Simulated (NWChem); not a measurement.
benzene (C₆H₆); SMILES c1ccccc1

Program: NWChem. Pople sets run with spherical d functions. Coordinates come from a B3LYP/6-31G* (spherical d) optimisation. COSMO at PBE0/6-31G*, default radii, gas-phase geometry; f = (ε − 1)/ε scales the surface charges.

```csv
row,f,electrostatic solvation energy (kcal/mol)
ε = 2.0,0.5000,-1.54
ε = 3.9,0.7436,-2.37
ε = 11.7,0.9145,withheld
ε = 25.0,0.9600,-3.14
ε = 46.7,0.9786,-3.21
```

**Question.** Fit a straight line of the last column on the one before it, predict the withheld value, and compare with the run.

**Answer.** 
1. Means of the 4 shown rows: x = 0.79555, y = -2.565. Slope Σ(x − x̄)(y − ȳ)/Σ(x − x̄)² = -0.5257/0.1506 = -3.491; intercept 0.212.
2. The shown rows scatter about the line by 0.008 (root mean square); the largest residual is +0.01, at ε = 3.9.
3. At x = 0.9145 (ε = 11.7; inside the shown range) the line gives -2.98.
4. The run gives -2.98, 0.00 from the line.
